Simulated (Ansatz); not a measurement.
# RbNaP₃: from a trial structure to a relaxed crystal

Level of theory: DFT PBE, scalar-relativistic, plane waves, PAW (Ansatz 0.2.0). Cutoff 420 eV, Γ-centred k mesh, Gaussian smearing, no spin polarisation in the final step.

RbNaP₃ was placed on the hexagonal perovskite (2H) structure type (P6_3/mmc, No. 194), with Rb in place of Ba, Na in place of Ni, P in place of O, at a guessed volume.

```yaml
crystal:
  lattice:
    - [6.77994, 0.00000, 0.00000]
    - [-3.38997, 5.87160, 0.00000]
    - [0.00000, 0.00000, 5.79245]
  atoms:
    - { symbol: Rb, position: [0.33333, 0.66667, 0.75000] }
    - { symbol: Rb, position: [0.66667, 0.33333, 0.25000] }
    - { symbol: Na, position: [0.00000, 0.00000, 0.50000] }
    - { symbol: Na, position: [0.00000, 0.00000, 0.00000] }
    - { symbol: P, position: [0.14600, 0.29200, 0.25000] }
    - { symbol: P, position: [0.85400, 0.14600, 0.75000] }
    - { symbol: P, position: [0.85400, 0.70800, 0.75000] }
    - { symbol: P, position: [0.14600, 0.85400, 0.25000] }
    - { symbol: P, position: [0.70800, 0.85400, 0.25000] }
    - { symbol: P, position: [0.29200, 0.14600, 0.75000] }
```

Cell and atoms relax at zero pressure; the relaxation can't lower the symmetry of the start. After a coarse first stage the cell is made exact in the group found at 0.06 Å.

Formation energies are uncorrected and refer to the elements' standard structures at the same level.

**Question.** Which crystal results?

**Answer.** It keeps P6_3/mmc (No. 194), but not the shape of the type it started on. Conventional cell: a = 6.640 Å, c = 6.925 Å. Rb is coordinated by 6 P at 3.38 Å and 6 P at 3.69 Å (next Na at 4.21 Å); around Na lie 6 P at 3.10 Å and 2 Na at 3.46 Å; around P lie 2 P at 2.19 Å.

```cif
data_structure
_symmetry_space_group_name_H-M 'P6_3/mmc'
_symmetry_Int_Tables_number 194
_cell_length_a 6.6403
_cell_length_b 6.6403
_cell_length_c 6.9251
_cell_angle_alpha 90.000
_cell_angle_beta 90.000
_cell_angle_gamma 120.000
_cell_volume 264.45
loop_
_atom_site_label
_atom_site_type_symbol
_atom_site_symmetry_multiplicity
_atom_site_Wyckoff_symbol
_atom_site_fract_x
_atom_site_fract_y
_atom_site_fract_z
_atom_site_occupancy
Rb1 Rb 2 d 0.33333 0.66667 0.75000 1
Na1 Na 2 a 0.00000 0.00000 0.50000 1
P1 P 6 h 0.22318 0.44635 0.25000 1
```

**Question.** What are its volume, energy, density and gap?

**Answer.** The volume per atom is 26.44 Å³, the density is 2.53 g/cm³ and the energy over the elements is -0.21 eV/atom. The gap on the 6×6×6 mesh is 0 eV (a metal).

The final run used a 6×6×6 mesh on its 10-atom cell and 0.10 eV smearing. The k mesh leaves about 4 meV/atom of noise in metals. Symmetry constrained the relaxation, so the result can be a saddle point.

Cost: 3 runs of about 3 core-minutes in all, on Arm Neoverse V1 (shared hosts).